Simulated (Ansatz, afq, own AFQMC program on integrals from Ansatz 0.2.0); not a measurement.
Two steps: Ansatz 0.2.0 writes the Fock matrix and Cholesky factors of the valence space, and afq projects on them the lowest state that overlaps trial and start.

```yaml
crystal:
  periodic: [false, false, false]
  atoms:
    - {symbol: Al, position_ang: [0.000000, 0.000000, 0.000000]}
    - {symbol: H, position_ang: [1.753868, 0.016646, -0.000092]}
    - {symbol: H, position_ang: [-0.891351, 1.510568, -0.003086]}
    - {symbol: H, position_ang: [-0.862518, -1.527215, 0.003178]}
basis:
  gaussian: {orbitals: cc-pVDZ}
magnetization: {spin_polarized: false}
correlation: {method: ccsd_t, electrons: outside_noble_gas, hamiltonian_folder: ham}
```

```sh
$ ansatz run in.yaml --threads 1 --pin off --events-out ev --progress --plain --max-ram 16896MiB --backend cuda --devices 0, --max-vram 18GiB
```

afq runs on the folder ham with

```
--method phaseless --trial cid --walkers 80 --populations 1 --least-time 40 --time-step 0.0025 --steps-per-block 25 --equilibration-blocks 160 --max-blocks 18 --target-error 0.00058 --factor-cut 1e-05 --seed 9415 --taylor-order 8
```

Times are imaginary, in 1/Eh. The walk had a cap of 60 s.

```
orbitals 28  electrons 3 3  factors 195 of 308
reference energy -243.61311810 Eh
CCSD correlation -0.10272534 Eh in 8 cycles, weight of the determinant in the CISD state 0.9286
energy of the start -243.715858 Eh
 block  time / (1/Eh)  mean weight  energy / Eh
     1     0.062  1.0000  -243.715501
     2     0.125  0.9997  -243.715371
     3     0.188  1.0005  -243.715290
     4     0.250  0.9997  -243.715092
     5     0.312  1.0002  -243.715158
     8     0.500  0.9994  -243.715020
    13     0.812  0.9998  -243.715194
    25     1.562  1.0003  -243.716486
    29     1.812  0.9998  -243.716425
    37     2.312  1.0009  -243.717175
    49     3.062  1.0001  -243.716848
    61     3.812  0.9992  -243.717544
    73     4.562  1.0002  -243.717060
    85     5.312  0.9994  -243.718264
    97     6.062  0.9998  -243.717931
   109     6.813  0.9993  -243.717101
   121     7.562  0.9998  -243.717635
   133     8.312  1.0006  -243.717462
   145     9.062  0.9999  -243.717886
   157     9.812  1.0000  -243.717195
   169    10.562  0.9995  -243.717953
   173    10.812  1.0005  -243.718658
   177    11.062  1.0005  -243.718261
blocks merged  error / Eh  count
     1  0.000095  18
     2  0.000124  9
energy -243.717898 +/- 0.000095 Eh
(rows thinned)
```

The run failed at least one of its tests; the cautions name the faults. The second half of the sampling lies below the first by 1.9 errors of their difference, so the energy may still be moving and its error bar be too small.

Against this walk (error 2.6 meV) on the same determinant: CCSD(T) 18.4 meV higher, CCSDT(Q) 3.4 meV higher (within the noise), CCSDTQ 2.9 meV higher (within the noise), full CI 3.0 meV higher (within the noise), a separate phaseless walk with a CISD trial and standard settings 5.1 ± 2.8 meV higher (within the noise). The error is statistical and leaves out the bias of the constraint.

A setting was made bad on purpose (too few blocks), so the walk's energy isn't to be trusted. Here it did no visible harm: the energy meets the surest value within the noise.

Cautions: constraint bias not in the error; error not settled; the sampling time fell short of the least asked.

CCSDT and higher add their correlation energy to the determinant of the CCSD(T) run, since their own runs factorise the integrals more tightly (a shift of under 2 meV). A walk keeps the symmetry of its determinant, which the program's search chose and which needn't be the lowest solution, so a lower state of the same spin and another symmetry isn't excluded.
